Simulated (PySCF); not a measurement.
# BeH5O+, a complex of two parts as drawn: interaction energy

The task here is to estimate one member of a computed series from the others.

Computed with PySCF 2.14.0; each step states its level. No surroundings beyond the atoms listed, unless a continuum is named. Atoms count from 0, parts from 1.

## The system as given

7 atoms, charge 1, multiplicity 1; geometry: GFN2-xTB. Parts: 1 = atoms 0–2, `[BeH2]`, charge 0; 2 = atoms 3–6, `[OH3+]`, charge 1.

The first run:

What the job is given:

```
{"job": {"xc": "PBE0", "basis": "def2-TZVPD", "d3": "d3bj", "grid": 3, "kind": "geom", "shake": 0.01}, "charge": 1, "multiplicity": 1, "parts": [{"atoms": "0-2", "charge": 0, "multiplicity": 1}, {"atoms": "3-6", "charge": 1, "multiplicity": 1}]}
Be    -0.100552     0.000975     0.170391
H     -0.305467    -1.149855     0.620710
H     -0.024779     1.254056    -0.354847
O      0.505834     3.524377    -1.154776
H      0.223633     2.515929    -0.827212
H     -0.161872     4.196241    -0.825030
H      0.579553     3.575344    -2.121322
```

On the command line:

```console
$ OMP_NUM_THREADS=1 python cluster_run.py task.json out
```

One launch serves the whole session: the jobs run in the order shown.

Steps of the session up to this table: Optimising the geometry at PBE0-D3(BJ)/def2-TZVPD; Coupled-cluster interaction energy: CCSD(T) and MP2, 2.25 Å; Coupled-cluster interaction energy: CCSD(T) and MP2, 2.37 Å; Coupled-cluster interaction energy: CCSD(T) and MP2, 2.48 Å; Coupled-cluster interaction energy: CCSD(T) and MP2, 2.14 Å; Coupled-cluster interaction energy: CCSD(T) and MP2, 2.82 Å; Coupled-cluster interaction energy: CCSD(T) and MP2, 2.03 Å; Coupled-cluster interaction energy: CCSD(T) and MP2, 3.38 Å; Coupled-cluster interaction energy: CCSD(T) and MP2, 4.51 Å.

One table of the session follows, with a row left open; its other results are not shown here.

It belongs to the step «Coupled-cluster interaction energy: CCSD(T) and MP2, 4.51 Å». 

```
                 method  interaction energy (kcal/mol)
         HF/aug-cc-pVDZ                          -3.59
        MP2/aug-cc-pVDZ                              ?
       CCSD/aug-cc-pVDZ                          -3.56
    CCSD(T)/aug-cc-pVDZ                          -3.56
         HF/aug-cc-pVQZ                          -3.55
        MP2/aug-cc-pVQZ                          -3.52
    SCS-MP2/aug-cc-pVQZ                          -3.50
      MP2, extrapolated                          -3.52
CCSD(T), limit estimate                          -3.48
```

**Question.** Estimate the row for MP2/aug-cc-pVDZ.

**Answer.** interaction energy (kcal/mol): -3.60. In the column «interaction energy (kcal/mol)» it is the lowest.
